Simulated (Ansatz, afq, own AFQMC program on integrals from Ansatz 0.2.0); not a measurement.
Two steps: Ansatz 0.2.0 writes the Fock matrix and Cholesky factors of the valence space, and afq projects on them the lowest state that overlaps trial and start.

```yaml
crystal:
  periodic: [false, false, false]
  atoms:
    - {symbol: Al, position_ang: [0.000000, 0.000149, 0.568612]}
    - {symbol: C, position_ang: [0.000000, -0.005743, -1.120794]}
    - {symbol: H, position_ang: [0.000000, 1.198604, 1.247851]}
    - {symbol: H, position_ang: [0.000000, -1.171394, 1.292759]}
    - {symbol: H, position_ang: [0.000000, -0.875126, -1.492828]}
    - {symbol: H, position_ang: [-0.757699, 0.456181, -1.456741]}
    - {symbol: H, position_ang: [0.757699, 0.456181, -1.456741]}
basis:
  gaussian: {orbitals: 6-31G}
magnetization: {spin_polarized: false}
correlation: {method: ccsd_t, electrons: outside_noble_gas, hamiltonian_folder: ham}
```

```sh
$ ansatz run in.yaml --threads 1 --pin off --events-out ev --progress --plain --max-ram 1382MiB
```

Options of the walk:

```
--method phaseless --trial hf --walkers 300 --populations 1 --least-time 40 --time-step 0.005 --steps-per-block 20 --equilibration-blocks 112 --max-blocks 600 --target-error 0.00126 --factor-cut 1e-05 --seed 9522 --taylor-order 6
```

Times are imaginary, in 1/Eh. The walk had a cap of 534 s.

```
orbitals 26  electrons 6 6  factors 199 of 425
reference energy -282.50243049 Eh
CCSD correlation -0.14483004 Eh in 8 cycles, weight of the determinant in the CISD state 0.9331
energy of the start -282.502430 Eh
 block  time / (1/Eh)  mean weight  energy / Eh
     1     0.100  1.0005  -282.532536
     2     0.200  1.0006  -282.553795
     3     0.300  1.0013  -282.571363
     4     0.400  1.0005  -282.579057
     5     0.500  0.9998  -282.590728
    10     1.000  0.9996  -282.632038
    49     4.900  1.0002  -282.675349
    61     6.100  0.9997  -282.651708
    85     8.500  1.0002  -282.633728
   121    12.100  1.0002  -282.662798
   181    18.100  1.0012  -282.660533
   241    24.100  0.9999  -282.656559
   301    30.100  1.0008  -282.636995
   361    36.100  1.0001  -282.659234
   421    42.100  1.0004  -282.643217
   481    48.100  1.0000  -282.639712
   505    50.500  1.0003  -282.654790
blocks merged  error / Eh  count
     1  0.000427  400
     2  0.000565  200
     4  0.000745  100
     8  0.000953  50
    16  0.001176  25
    32  0.001274  12
energy -282.649803 +/- 0.001176 Eh
(rows thinned)
```

Estimate how long the walk took on 1 thread of Arm Neoverse V2, on a shared host.

2.1 min of wall time.

The run passed its tests (sampling time, drift between the halves within three errors, error under three times the target), which doesn't prove that it has relaxed.

Against this walk (error 32.0 meV) on the same determinant: CCSD(T) 10.5 meV higher (within the noise), the released energy of a separate walk with a CISD trial 7.1 ± 32.4 meV lower (within the noise), a separate phaseless walk with a CISD trial and standard settings 9.0 ± 32.2 meV lower (within the noise). The error is statistical and leaves out the bias of the constraint.

Cautions: constraint bias not in the error.

A walk keeps the symmetry of its determinant, which the program's search chose and which needn't be the lowest solution, so a lower state of the same spin and another symmetry isn't excluded.
